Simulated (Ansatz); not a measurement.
# BNH3 (SMILES B[NH]): UHF/Sapporo-DZP (density fitting with def2-universal-jkfit)

What is the vertical electron affinity of BNH3 at UHF/Sapporo-DZP (density fitting with def2-universal-jkfit)? 

The results are computed with Ansatz 0.2.0.

6 further runs of the same task are left out: 2 that didn't finish, 4 set aside as unsound or not needed.

## (1) The structure to begin with

The species is BNH3 (5 atoms), meant as a doublet with charge 0. SMILES: `B[NH]`. Geometry: relaxed at PBE0-D4/def2-TZVP.

Bond lengths: B1–N2 1.329 Å, B1–H3 1.210 Å, B1–H4 1.204 Å, N2–H5 0.999 Å. Angles: B1–N2–H5 163.9°, N2–B1–H3 118.8°, N2–B1–H4 121.2°, H3–B1–H4 119.9°.

## (2) A single-point energy at UHF/Sapporo-DZP (density fitting with def2-universal-jkfit)

File job.yaml:

```yaml
crystal:
  periodic: [false, false, false]
  atoms:
    - {symbol: B, position_ang: [-0.310800, -0.370100, -0.091600]}
    - {symbol: "N", position_ang: [0.531200, 0.655200, -0.019800]}
    - {symbol: H, position_ang: [-0.414800, -1.107400, 0.862500]}
    - {symbol: H, position_ang: [-0.964100, -0.573100, -1.081900]}
    - {symbol: H, position_ang: [1.208400, 1.321700, 0.289300]}
basis:
  gaussian:
    orbitals: Sapporo-DZP.json
    fitting:
      mean_field: def2-universal-jkfit
magnetization:
  spin_polarized: true
  initial_magnetization: 1
hamiltonian:
  xc: hf
output:
  orbitals: {seedname: orbitals}
```

The basis set Sapporo-DZP is read from a file made from the Basis Set Exchange's data (not shown).

Run with:

```sh
ansatz run job.yaml --threads 1 --pin off --max-ram 2610MiB --events-out events.jsonl --progress --plain --runs-dir runs
```

Standard output:

```text
Warning: RAYON_NUM_THREADS=1 ignored (pool sized by the plan → 1); use --threads N
Functional definition: HF
  name "HF"
  exchange = exact_x
  correlation = 0
206 factors; integrals over basis functions are off by at most 1.3e-1 eV
mean field evaluation 1: about -2197.1314 eV, gradient 1.9e1 eV
mean field evaluation 2: about -2198.8929 eV, gradient 1.2e1 eV
mean field evaluation 4: about -2199.8203 eV, gradient 1.3e0 eV
mean field evaluation 8: about -2199.8755 eV, gradient 2.2e-5 eV
mean field evaluation 16: about -2198.0924 eV, gradient 3.5e0 eV
mean field -2199.87552486 eV, -80.8439344093 hartree, gradient 2.2e-5 eV, S^2 0.774425; 0 other end points of the search recorded, 0 dependent functions left out
reference -2199.87552486 eV, -80.8439344093 hartree; 8, 7 occupied and 35, 36 virtual orbitals, 206 factors
Total energy: -2199.87552486 eV, -80.8439344093 hartree
```

Wall time 0.41 s (1 thread of AMD EPYC 7R43 (Zen 3), shared host).

## (3) The singlet anion

Changes to job.yaml since step 2:

```diff
@@ -13,5 +13,5 @@
       mean_field: def2-universal-jkfit
+total_charge: -1
 magnetization:
   spin_polarized: true
-  initial_magnetization: 1
 hamiltonian:
```

The basis set Sapporo-DZP is read from a file made from the Basis Set Exchange's data (not shown).

Run with:

```sh
ansatz run job.yaml --threads 1 --pin off --max-ram 2610MiB --events-out events.jsonl --progress --plain --runs-dir runs
```

Standard output:

```text
Warning: RAYON_NUM_THREADS=1 ignored (pool sized by the plan → 1); use --threads N
[... 4 set-up lines as earlier in the session ...]
206 factors; integrals over basis functions are off by at most 1.3e-1 eV
mean field evaluation 1: about -2198.2453 eV, gradient 1.1e1 eV
mean field evaluation 2: about -2199.0064 eV, gradient 3.5e0 eV
mean field evaluation 4: about -2199.0929 eV, gradient 3.2e-1 eV
mean field evaluation 8: about -2197.2416 eV, gradient 8.6e0 eV
mean field evaluation 16: about -2196.3403 eV, gradient 1.2e1 eV
mean field -2199.09432217 eV, -80.8152257400 hartree, gradient 2.2e-5 eV, S^2 0.000000; 0 other end points of the search recorded, 0 dependent functions left out
reference -2199.09432217 eV, -80.8152257400 hartree; 8, 8 occupied and 35, 35 virtual orbitals, 206 factors
Total energy: -2199.09432217 eV, -80.8152257400 hartree
```

Wall time 0.41 s (1 thread of AMD EPYC 7R43 (Zen 3), shared host).

## (4) Summary of results

At UHF/Sapporo-DZP (density fitting with def2-universal-jkfit):

| quantity | value |
| --- | --- |
| doublet BNH3: total energy | -80.84393 Eh |
| doublet BNH3: HOMO energy (highest over α and β) | -11.56 eV |
| doublet BNH3: LUMO energy (lowest over α and β) | 2.62 eV |
| doublet BNH3: ⟨S²⟩ | 0.774 |
| singlet anion: total energy | -80.81523 Eh |
| singlet anion: HOMO energy | -1.49 eV |
| singlet anion: LUMO energy | 11.23 eV |
| singlet anion: HOMO–LUMO gap (to an unbound level, set by the basis) | 12.73 eV |
| vertical electron affinity (to the singlet anion) | -0.781 eV |

In words: The anion lies 0.78 eV (75.4 kJ/mol) above the neutral: the electron isn't bound at this level, and such a value depends on the basis. Without diffuse functions anions come out too high. Hartree–Fock misses the correlation that binds many anions.
